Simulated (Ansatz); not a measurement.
V (bcc, W type): values from a third-order Birch-Murnaghan fit to a volume scan beside measured ones. Computed values: r2SCAN (plane waves to 500 eV, PAW, scalar-relativistic; Ansatz, a quantum-chemistry and plane-wave program). The PAW data are Ansatz's earlier set. V is run without spin polarisation. V was relaxed with its symmetry unable to fall.

```csv
quantity,reference,kind
Lattice constant a (Å),3.021,"measured, corrected to the static lattice"
Bulk modulus B₀ (GPa),161,"measured, corrected to the static lattice"
```

References as given in: Daniel Mejia-Rodriguez, S. B. Trickey, Physical Review B (2018), arXiv:1807.09216; H. Levämäki, M. P. J. Punkkinen, K. Kokko et al., Physical Review B (2014), arXiv:1402.3671.

Question: What does r2SCAN give, and how far is that from the reference?

Answer: 
| quantity | r2SCAN | difference |
|---|---|---|
| Lattice constant a (Å) | 2.985 | -1.2 % |
| Bulk modulus B₀ (GPa) | 193 | +19.6 % |

r2SCAN underestimates the lattice constant a by 1.2 %. r2SCAN overestimates the bulk modulus B₀ by 19.6 %.

(A scan under strain: stresses follow from slopes of the energy per volume, elastic moduli from its curvatures.)
